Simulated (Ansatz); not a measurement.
The input, for Ansatz 0.2.0:

```yaml
crystal:
  periodic: [false, false, false]
  atoms:
    - {symbol: Ge, position_ang: [0.063350, -0.245277, 1.303932]}
    - {symbol: Si, position_ang: [-0.101524, 1.597342, -0.224293]}
    - {symbol: Ge, position_ang: [-0.024904, -0.413538, -1.218486]}
    - {symbol: H, position_ang: [0.058205, 2.970622, 0.091861]}
basis:
  gaussian: {orbitals: cc-pVDZ}
magnetization: {spin_polarized: true, initial_magnetization: 1}
correlation: {method: mp2, electrons: outside_noble_gas}
```

```sh
$ ansatz run in.yaml --threads 1 --pin off --events-out ev --progress --plain --max-ram 2393MiB
```

Log:

```
885 factors; integrals over basis functions are off by at most 1.2e-3 eV
mean field evaluation 1: about -120821.1757 eV, gradient 6.6e0 eV
mean field evaluation 2: about -120821.1819 eV, gradient 6.6e0 eV
mean field evaluation 4: about -120821.8624 eV, gradient 1.3e0 eV
mean field evaluation 8: about -120821.9046 eV, gradient 4.6e-1 eV
mean field evaluation 16: about -120821.9112 eV, gradient 2.9e-6 eV
mean field evaluation 32: about -120821.8870 eV, gradient 4.8e-1 eV
mean field -120821.91122538 eV, -4440.1233414997 hartree, gradient 2.9e-6 eV, S^2 0.794955; 10 other end points of the search recorded, 0 dependent functions left out
33 core orbitals not correlated: weight in the atoms' cores, before any rotation towards them, 1.000 or more for the frozen orbitals, at most 0.000 for the correlated occupied ones
reference -120821.91122538 eV, -4440.1233414997 hartree; 7, 6 occupied and 37, 38 virtual orbitals, 885 factors
second order -6.54243173 eV of doubles, -0.00000000 eV of singles
Total energy: -120828.45365711 eV, -4440.3637714313 hartree
```

Ran on 1 thread of Arm Neoverse V2, shared host: 14 s wall, 0.25 GiB peak host memory.
